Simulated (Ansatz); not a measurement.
Compare A (`CC1=C(Cl)C1`) with its isomer B (`ClC1=CCC1`).

Calculated with Ansatz (gas phase, PBE0-D4/def2-TZVP geometries, no zero-point term in ΔE). CCSD(T)/CBS adds triple-zeta CCSD(T) − MP2 to the extrapolated MP2 energy (def2 sets, frozen cores). Functionals use def2-TZVPP. B3LYP here is the variant with VWN-RPA as its local correlation; programs differ in this.

Problem. Which isomer does CCSD(T)/CBS put lower? Give the gap. (Best estimate.)

Solution. Ansatz gave: B, by 100.3 kJ/mol.

Problem. Give E(B) − E(A) in kJ/mol with B2PLYP, B3LYP-D4, r2SCAN-D4, PBE0-D4, MP2/def2-TZVPP, PBE-D4, CCSD/def2-TZVPP. (Estimate.)

Solution. Computed: B2PLYP -91.1, B3LYP-D4 -89.4, r2SCAN-D4 -90.1, PBE0-D4 -93.9, MP2/def2-TZVPP -95.8, PBE-D4 -88.6, CCSD/def2-TZVPP -99.4. None reverses the order clearly.

Largest T1 diagnostic: 0.010.

From PBE to PBE0 (25 % exact exchange), in def2-TZVPP and without D4, E(B) − E(A) moves by −5.8 kJ/mol.
